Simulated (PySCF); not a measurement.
LiH, SMILES [LiH].

Geometry optimised at PBE0-D3(BJ)/def2-TZVPD.

All values below come from r2SCAN/def2-TZVPD in PySCF.

```yaml
total_energy: -8.06696 hartree
point_group: C∞v
highest_occupied_level: -4.51 eV
lowest_empty_level: -0.38 eV
orbital_gap: 4.14 eV
dipole_moment: 5.81 D
quadrupole, principal values (traceless, Buckingham form, about the centre of nuclear charge): -1.53, 0.77, 0.77 D·Å
mean_static_polarisability: 29.6 bohr³ (4.38 Å³)
polarisability_principal_values: 25.2, 31.8, 31.8 bohr³
```
